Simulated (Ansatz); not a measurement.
Basis-set extrapolation for `NC(F)(S)C=O` (PBE0-D4/def2-TZVP geometry, frozen core, Ansatz). Multiplicity 1, RHF reference.

```json
{"": "HF", "def2-TZVPP": "-704.468333", "def2-QZVPP": "-704.493069"}
{"": "MP2 correlation", "def2-TZVPP": "-1.184958", "def2-QZVPP": "-1.279730"}
{"": "CCSD(T) correlation", "def2-TZVPP": "-1.265680", "def2-QZVPP": "not run"}
```

Energies in hartree. Use E(X) = E(∞) + A·exp(−7.88·√X) for Hartree–Fock and E(X) = E(∞) + B·X^(−2.97) for correlation, with X = 3 and 4, and add CCSD(T) minus MP2 of the smaller set to the MP2 limit.

**Question.** What is the CCSD(T) energy at the basis-set limit?

**Answer.** HF limit: -704.493069 + (-0.024736) × 0.13774 = -704.49648. MP2 limit: -1.279730 + (-0.094772) × 0.74074 = -1.34993. Higher-order term: -1.265680 − (-1.184958) = -0.08072. Total: -705.92713 hartree, 507.0 kJ/mol below CCSD(T)/def2-TZVPP.
